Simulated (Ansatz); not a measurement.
# Structure optimisation: carbon, graphite

Method: DFT, RPBE, plane waves (420 eV) with PAW, scalar-relativistic (Ansatz). (PAW data from PBE, frozen cores regenerated.)

k-point mesh 8×8×3, Fermi-Dirac smearing 0.05 eV, no spin polarisation. Cell and atoms relax.

Starting structure:

```
C
1.0
     2.46400    0.00000    0.00000
    -1.23200    2.13389    0.00000
     0.00000    0.00000    6.71100
C
4
Direct
  0.00000 0.00000 0.25000
  0.00000 0.00000 0.75000
  0.33333 0.66667 0.25000
  0.66667 0.33333 0.75000
```

Task: The pressure at the start is 5.8 GPa. By how much does the volume change?

Result: From 8.82 to 12.83 Å³ per atom, 45.4 %. The final cell has a = 2.477 Å, c = 9.655 Å (c/a = 3.897).

Task: How much energy does the relaxation gain?

Result: 38.7 meV per atom.

Path of the relaxation (the plane waves are chosen anew near the end, which can shift the energy a little):

```tsv
step	E − E(final) (meV/atom)	V (Å³/atom)	P (GPa)	max force (eV/Å)
0	38.73	8.821	5.77	0.000
1	27.23	9.309	2.31	0.000
2	23.06	9.774	0.20	0.000
3	23.10	9.937	-0.06	0.000
4	23.09	9.933	0.00	0.000
5	13.48	9.933	1.08	0.000
6	10.64	10.273	0.68	0.000
7	9.88	10.716	0.12	0.000
8	10.47	10.875	-0.01	0.000
9	4.59	10.875	0.25	0.000
10	4.09	11.229	0.13	0.000
11	4.73	11.519	-0.01	0.000
12	4.64	11.497	0.00	0.000
13	1.87	11.497	0.13	0.000
14	2.09	11.807	0.06	0.000
15	2.55	11.981	0.00	0.000
16	2.51	11.967	0.00	0.000
17	0.82	11.967	0.07	0.000
18	1.18	12.199	0.03	0.000
19	1.48	12.309	0.00	0.000
20	0.33	12.309	0.04	0.000
21	0.51	12.413	0.03	0.000
22	0.87	12.565	0.00	0.000
23	0.11	12.565	0.03	0.000
24	0.41	12.710	0.00	0.000
```

This functional, with no dispersion term, lets the cell expand far past the measured one.
